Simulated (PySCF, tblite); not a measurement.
Species: pyrrole, C4H5N.
Atom-mapped SMILES: `[cH:1]1[cH:2][cH:3][nH:4][cH:5]1` (hydrogens: H6 on C1; H7 on C2; H8 on C3; H9 on N4; H10 on C5)

Computed with GFN2-xTB (tblite), gas phase: Langevin dynamics at 400 K from the optimised GFN2-xTB geometry, time step 0.5 fs, friction 0.01 fs⁻¹, 2000 steps. Over the second half of the run the saved frames average 409 K.

Frame at 250 fs, instantaneous temperature 191 K:
```
atom  x, y, z in Å
C1      0.304    1.117    0.105
C2     -1.027    0.613    0.102
C3     -0.992   -0.732   -0.085
N4      0.283   -1.119   -0.062
C5      1.059    0.026   -0.092
H6      0.614    2.068    0.161
H7     -1.918    1.197    0.252
H8     -1.729   -1.512    0.054
H9      0.664   -2.040   -0.383
H10     2.103   -0.121   -0.020
```

Frame at 425 fs, instantaneous temperature 215 K:
```
atom  x, y, z in Å
C1      0.559    0.774    0.250
C2     -0.834    0.627    0.111
C3     -1.142   -0.735    0.050
N4      0.099   -1.392    0.089
C5      1.080   -0.477    0.094
H6      1.071    1.723    0.393
H7     -1.504    1.419    0.165
H8     -2.058   -1.216   -0.191
H9      0.229   -2.416   -0.292
H10     2.111   -0.667    0.195
```

Frame at 625 fs, instantaneous temperature 293 K:
```
atom  x, y, z in Å
C1      0.546    0.570    0.307
C2     -0.796    0.315    0.507
C3     -0.995   -1.064    0.346
N4      0.231   -1.671    0.383
C5      1.208   -0.661    0.233
H6      1.045    1.546    0.353
H7     -1.693    0.953    0.543
H8     -1.940   -1.601    0.418
H9      0.401   -2.591    0.125
H10     2.221   -0.954    0.011
```

Frame at 800 fs, instantaneous temperature 271 K:
```
atom  x, y, z in Å
C1     -0.307    1.030    0.362
C2     -1.398    0.088    0.355
C3     -0.826   -1.143    0.587
N4      0.456   -0.903    0.918
C5      0.810    0.382    0.682
H6     -0.340    2.013   -0.033
H7     -2.390    0.384    0.148
H8     -1.129   -2.157    0.576
H9      1.156   -1.610    1.206
H10     1.811    0.649    0.998
```

Frame at 1000 fs, instantaneous temperature 496 K:
```
atom  x, y, z in Å
C1     -1.403    1.476    0.483
C2     -2.097    0.338    0.003
C3     -1.331   -0.821    0.222
N4     -0.253   -0.459    0.935
C5     -0.301    0.932    1.070
H6     -1.625    2.523    0.378
H7     -3.065    0.170   -0.346
H8     -1.556   -1.844   -0.021
H9      0.552   -1.012    0.966
H10     0.518    1.431    1.490
```

Task: What do single points at PBE0/def2-SVPD (PySCF, gas phase, TDDFT, vertical, frozen core in the response) give on these frames?

Result: 
```tsv
t (fs)	GFN2-xTB E above start (eV)	DFT E above lowest frame (eV)	HOMO (eV)	LUMO (eV)	dipole (D)	S1 (eV)	f(S1)
250	0.38	0.14	-6.21	0.73	1.81	5.72	0.001
425	0.43	0.12	-6.11	0.53	1.76	5.46	0.002
625	0.39	0.00	-6.00	0.50	1.76	5.68	0.006
800	0.36	0.06	-6.26	0.71	2.01	5.73	0.000
1000	0.42	0.08	-6.04	0.77	1.81	5.70	0.001
```

The two levels order the frames alike by energy but for pairs within 0.08 eV at one level; measured from each level's lowest frame they differ by 0.12 eV at most. The HOMO–LUMO gap runs from 6.50 to 6.97 eV. These are instantaneous structures, not minima.

What follows is the cost of the whole dynamics run. Hardware: Arm Neoverse V2, one thread, shared host with 96 logical CPUs at a one-minute load of 35. Cost: 4.3 s of wall time, 0.18 GiB resident at most.
